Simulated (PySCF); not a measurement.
## Level sweep

C₅H₁₀S.
Cartesian coordinates in Å at the PBE0-D3(BJ)/def2-SVP level; atoms count from 1:
```
atom  x, y, z in Å
C1    -2.685    0.002    0.913
C2    -1.640    0.283   -0.162
C3    -0.650   -0.827   -0.308
C4     0.685   -0.710   -0.301
S5     1.553    0.815   -0.232
C6     3.082    0.272    0.560
H7    -3.239   -0.927    0.701
H8    -2.214   -0.111    1.901
H9    -3.419    0.819    0.979
H10   -1.106    1.221    0.061
H11   -2.150    0.444   -1.130
H12   -1.059   -1.838   -0.431
H13    1.317   -1.599   -0.410
H14    2.904   -0.072    1.588
H15    3.567   -0.525   -0.023
H16    3.752    1.143    0.586
```

PySCF, dipoles from the SCF density, polarisabilities from static response with core orbitals frozen. One conformer (not necessarily the lowest) at the PBE0-D3(BJ)/def2-SVP geometry, without solvent, vibrations or thermal averaging.

The anisotropy is √(½[(α1 − α2)² + (α2 − α3)² + (α3 − α1)²]).

| level | μ (D) | α (au) | anisotropy (au) |
| --- | --- | --- | --- |
| LDA/def2-SVPD | 1.165 | 92.20 | 52.56 |
| PBE/def2-SVPD | 1.144 | 90.96 | 51.85 |
| B3LYP/def2-SVPD | 1.153 | 88.70 | 49.76 |
| PBE0/def2-SVPD | 1.203 | 87.69 | 49.19 |
| BHandHLYP/def2-SVPD | 1.211 | 85.85 | 47.77 |
| CAM-B3LYP/def2-SVPD | 1.192 | 87.02 | 47.84 |
| wB97X-D/def2-SVPD | 1.227 | 86.75 | 47.43 |
| LC-wPBE/def2-SVPD | 1.266 | 84.30 | 45.70 |
| HF/def2-SVPD | 1.310 | 83.58 | 46.30 |
| PBE0/6-31G* | 1.320 | 72.52 | 49.58 |
| PBE0/6-31+G* | 1.248 | 82.03 | 48.13 |
| PBE0/def2-SVP | 1.192 | 74.42 | 51.39 |
| PBE0/aug-cc-pVDZ | 1.177 | 89.60 | 49.97 |
| PBE0/def2-TZVP | 1.157 | 84.43 | 51.89 |

The dipole runs from 1.14 D (PBE/def2-SVPD) to 1.32 D (PBE0/6-31G*). No reference polarisability is at hand; against PBE0 in the largest diffuse basis at hand (aug-cc-pVDZ) the other PBE0 rows deviate by 6-31G* -19%, 6-31+G* -8%, def2-SVP -17%, def2-SVPD -2%, def2-TZVP -6%. In one basis (def2-SVPD) the functionals order the polarisability from HF (lowest) to LDA (highest), a spread of 10%. With PBE0 the polarisability is 77.12 au without diffuse functions (mean of 6-31G*, def2-SVP and def2-TZVP) and 86.44 au with them (mean of 6-31+G*, def2-SVPD and aug-cc-pVDZ).
